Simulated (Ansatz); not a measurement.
A rate constant, worked out

An elementary step of BH5O, singlet (BH₃ + H₂O → BH₃O ([BH2][OH]) + H₂; B–H, H–O broken or loosened, B–O, H–H formed or tightened). The start structure is the complex of the reactants, bound by 0.63 eV, and the electronic barrier above it is 1.062 eV by CCSD(T) at an estimated basis limit (MP2 extrapolated from triple and quadruple zeta, plus CCSD(T) − MP2 in triple zeta). Ansatz 0.2.0; basis: def2-TZVPP and def2-QZVPP; cores frozen in the correlated methods. Extrapolation: Hartree–Fock as exp(−7.88 √X), correlation as X^−2.97. Harmonic wavenumbers at PBE0-D4/def2-TZVP (Ansatz 0.2.0), in cm⁻¹:

Start: 175, 508, 611, 655, 954, 1034, 1171, 1182, 1187, 1633, 2470, 2547, 2579, 3802, 3898.

Saddle: 1342i, 505, 809, 825, 1033, 1067, 1105, 1180, 1277, 1398, 2034, 2230, 2577, 2670, 3875.

Work out the transition-state-theory rate constant at 700 K from these numbers alone (harmonic vibrations; rotation, path degeneracy and anharmonicity left out), and the Wigner tunnelling factor. Use 1 cm⁻¹ = 1.2398 × 10⁻⁴ eV and k_B = 8.617 × 10⁻⁵ eV/K.

Zero-point energies, half the sums: start 24406/2 cm⁻¹ = 1.5130 eV; saddle, real modes only, 22585/2 cm⁻¹ = 1.4001 eV.
Barrier with zero-point energy: 1.062 + 1.4001 − 1.5130 = 0.9491 eV.
k_BT = 0.06032 eV, so the barrier is 15.73 k_BT.
Vibrational partition functions from the zero-point level, ln q = −Σ ln(1 − exp(−hν/k_BT)): start 2.877, saddle 1.466.
k = (k_BT/h) exp(ln q‡ − ln q) exp(−E0/k_BT), with log₁₀(k_BT/h in s⁻¹) = 13.16: log₁₀ k = 13.16 + (-1.411 − 15.73)/2.3026 = 5.72, so k ≈ 5 × 10^(5) s⁻¹.
Wigner factor: 1 + (hν‡/k_BT)²/24 = 1 + (2.76)²/24 = 1.32. A change of 1 kcal/mol (0.043 eV) in the barrier would change k by a factor of 2.1 at this temperature.

The T1 diagnostic stays at or below 0.013.

The step is the kind of ligand exchange by which a precursor binds to a hydroxyl group, or is hydrolysed, in atomic layer deposition of oxides.

Labels in which every atom is bracketed show which atoms are joined, not bond orders.

For scale, one of the runs: CCSD(T)/def2-TZVPP, 132 basis functions, launched by `ansatz run in.yaml --threads 2 --pin off --events-out ev --progress --plain --max-ram 4352MiB`. Time: 6 s of wall clock on 2 CPU threads of an Arm Neoverse V1; the host was shared. Peak host memory: 0.68 GiB.
